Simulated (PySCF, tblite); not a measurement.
Isomers of C3H7FN (doublet state), one GFN2-xTB conformer each. Single-point energies are computed at B3LYP/pcH-1 (PySCF, gas phase, no added dispersion term), electronic only. GFN2-xTB treats the open shell by occupation alone, and not every SCF solution was tested for stability.

**Question.** Rank them by B3LYP/pcH-1 energy, lowest first (kJ/mol).
A. `[NH2:1][CH:2][CH2:3][CH2:4][F:5]` (doublet state) with H–N1–C2–C3 41° and 171°, N1–C2–C3–C4 80°, C2–C3–C4–F5 69°
B. `[NH2:1][CH2:2][CH:3][CH2:4][F:5]` (doublet state) with H–N1–C2–C3 66° and -53°, N1–C2–C3–C4 118°, C2–C3–C4–F5 46°

**Answer.** A (0.0), B (39.5).

GFN2-xTB itself gives, in the same order: 0.0, 41.2. Both levels put the same isomer lowest.

**Question.** What happens when harmonic zero-point energies from GFN2-xTB frequencies are added?

**Answer.** 
| SMILES | ZPE (kJ/mol) | electronic (kJ/mol) | with ZPE (kJ/mol) |
| --- | --- | --- | --- |
| N[CH]CCF | 255.5 | 0.0 | 0.0 |
| NC[CH]CF | 252.4 | 39.5 | 36.4 |

The zero-point energies span 3.1 kJ/mol. The order is unchanged.
